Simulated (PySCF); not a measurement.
Nuclear quadrupole coupling in `C=CC#CCCl`

Species: C5H5Cl.
Structure used (GFN2-xTB), in Å, numbered top down from 1:
```xyz
11
C5H5Cl angstrom
C      2.5560   -0.1137    0.0513
C      1.4726   -0.0941    0.8191
C      0.1595   -0.0171    0.3126
C     -0.9528    0.0456   -0.1457
C     -2.3056    0.1242   -0.6225
Cl    -3.4664    0.1295    0.7633
H      2.4865   -0.0704   -1.0228
H      3.5437   -0.1747    0.4745
H      1.5459   -0.1366    1.8989
H     -2.5590   -0.7396   -1.2396
H     -2.4750    1.0496   -1.1754
```

Field gradients from the PBE0/pcSseg-1 density (PySCF, non-relativistic), principal values in atomic units, ordered |Vxx| ≤ |Vyy| ≤ |Vzz|:

```tsv
atom	Vxx	Vyy	Vzz
Cl6	-2.0847	-2.1482	4.2330
```

Task: Find the asymmetry η = (Vxx − Vyy)/Vzz and the couplings χ = eQV/h (234.96 MHz × Q in barn × V in au), with Q(35Cl) = −0.0817 b.

Result: 
| atom | environment | nucleus | η | χzz (MHz) | χxx (MHz) | χyy (MHz) |
| --- | --- | --- | --- | --- | --- | --- |
| Cl6 | alkyl chlorine | 35Cl | 0.02 | -81.26 | 40.02 | 41.24 |

The gradient is axial or nearly so (η below 0.05) at Cl6. 

Task: What is Vzz at Cl6 in SI units (1 au = 9.71736 × 10²¹ V/m²)?

Result: 4.2330 au = 41.133 × 10²¹ V/m².

Task: And the gradient at the other heavy atoms, for which no coupling is worked out here?

Result: 
| atom | environment | Vzz (au) | η |
| --- | --- | --- | --- |
| C1 | terminal =CH2 carbon | 0.338 | 0.21 |
| C2 | alkene CH carbon | 0.250 | 0.93 |
| C3 | alkyne carbon | -0.288 | 0.35 |
| C4 | alkyne carbon | -0.224 | 0.30 |
| C5 | sp3 C–Cl carbon | 0.433 | 0.38 |

Were the hydrogens deuterons (Q(2H) = 0.00286 b), χzz would run from 199 kHz (H10 and H11) to 226 kHz (H8).

Geometry: GFN2-xTB; no solvent, vibrations or thermal averaging. GFN2-xTB bond lengths can be off by several hundredths of an ångström, more for odd bonds, and the gradients follow them. These gradients aren't converged with respect to the basis.
